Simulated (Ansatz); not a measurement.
The end point of a relaxation of Fe. Space group Im-3m (No. 229), bcc (W type). Method: PBEsol (plane waves to 420 eV, PAW, scalar-relativistic; Ansatz, a first-principles code).

```cif
data_Fe
_chemical_formula_sum 'Fe1'
_space_group_name_H-M_alt 'P 1'
_space_group_IT_number 1
_cell_length_a 2.41341
_cell_length_b 2.41341
_cell_length_c 2.41341
_cell_angle_alpha 109.471
_cell_angle_beta 109.471
_cell_angle_gamma 109.471
loop_
_space_group_symop_operation_xyz
  'x, y, z'
loop_
_atom_site_label
_atom_site_type_symbol
_atom_site_fract_x
_atom_site_fract_y
_atom_site_fract_z
_atom_site_occupancy
Fe1 Fe 0.00000 0.00000 0.00000 1
```

Question: Give the magnetic moment at the level PBEsol.

Answer: Net 2.10 μB/atom, ferromagnetic.

Spin state reached: ferromagnetic (net 2.10 μB/atom), from parallel starting moments; other spin orders were not run from this start.

Measured for Fe: a 2.853 Å (static lattice; corrected from measurement; as listed in Daniel Mejia-Rodriguez, S. B. Trickey, Phys. Rev. B (2018)). Computed minus measured — a: PBEsol -2.3 %. The computed values are for a static lattice.

The run could not lose the symmetry of its start.

It was reached from a disturbed copy of a Pm-3m (No. 221) cell (AFLOW prototype A_cP1_221_a (A_h)), against which it lies -0.86 eV/atom.
